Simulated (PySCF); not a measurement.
# Ways to converge the SCF of LiB⁺

The same problem is solved with other solver options, one edit a run.

Computed with PySCF 2.14.0. Level: each script names its method and basis.

2 further runs of the same task are left out: 2 that didn't finish.

## Step 1: The system as given

LiB⁺: 2 atoms, charge 1, spin multiplicity 2.

Bond lengths: Li1–B2 2.200 Å.

## Step 2: The run that the others are compared with

input.py reads:

```python
from pyscf import gto, scf, ci

mol = gto.M(
    atom='Li 0 0 0; B 0 0 2.2',
    basis='cc-pvdz',
    charge=1,
    spin=1,
    verbose=3,
)
mf = scf.ROHF(mol)
mf = mf.density_fit(auxbasis='def2-universal-jkfit')
mf.kernel()
ci.CISD(mf, frozen=1).kernel()
mf.dip_moment()
print('orbital energies (hartree):', mf.mo_energy[..., max(0, mol.nelec[1]-3):mol.nelec[0]+3].round(4))
```

Started as:

```
$ OMP_NUM_THREADS=1 python input.py
```

Its log is not repeated here.

It gives: E(SCF) = -31.789496 Eh, E(CISD) − E(SCF) = -0.05885 Eh.

The bond length is a typed value, not an optimised one. The dipole of an ion depends on the origin.

## Step 3: Point-group symmetry on

Run 1 changes point-group symmetry: off → on.

input.py reads:

```python
from pyscf import gto, scf, ci

mol = gto.M(
    atom='Li 0 0 0; B 0 0 2.2',
    basis='cc-pvdz',
    charge=1,
    spin=1,
    symmetry=True,
    verbose=3,
)
mf = scf.ROHF(mol)
mf = mf.density_fit(auxbasis='def2-universal-jkfit')
mf.kernel()
ci.CISD(mf, frozen=1).kernel()
mf.dip_moment()
print('orbital energies (hartree):', mf.mo_energy[..., max(0, mol.nelec[1]-3):mol.nelec[0]+3].round(4))
```

Started as:

```
$ OMP_NUM_THREADS=1 python input.py
```

## Step 4: Initial guess random

Run 2 changes initial guess: minao → random.

input.py, as its differences from that of step 2:

```diff
@@ -11,2 +11,3 @@
 mf = mf.density_fit(auxbasis='def2-universal-jkfit')
+mf.init_guess = 'random'
 mf.kernel()
```

## Step 5: Second-order solver on

Run 3 changes second-order solver: off → on.

input.py, as its differences from that of step 2:

```diff
@@ -11,2 +11,3 @@
 mf = mf.density_fit(auxbasis='def2-universal-jkfit')
+mf = mf.newton()
 mf.kernel()
```

What does the calculation give? Wanted: for each run, E(SCF); from base; after the SCF.

**Answer**, as computed:

| run | E(SCF) (hartree) | from base (eV) | after the SCF |
| --- | --- | --- | --- |
| base | -31.789496 | 0 | CISD correlation -1.601 eV, core frozen |
| point-group symmetry on | -31.789496 | 0.0000 | CISD correlation -1.601 eV, core frozen |
| initial guess random | -31.789496 | 0.0000 | CISD correlation -1.601 eV, core frozen |
| second-order solver on | -31.789496 | 0.0000 | CISD correlation -1.601 eV, core frozen |

No change of the SCF energy comes from point-group symmetry on or initial guess random or second-order solver on. PySCF falls back to minao for a guess that it doesn't know or can't read, so that run repeats the base.
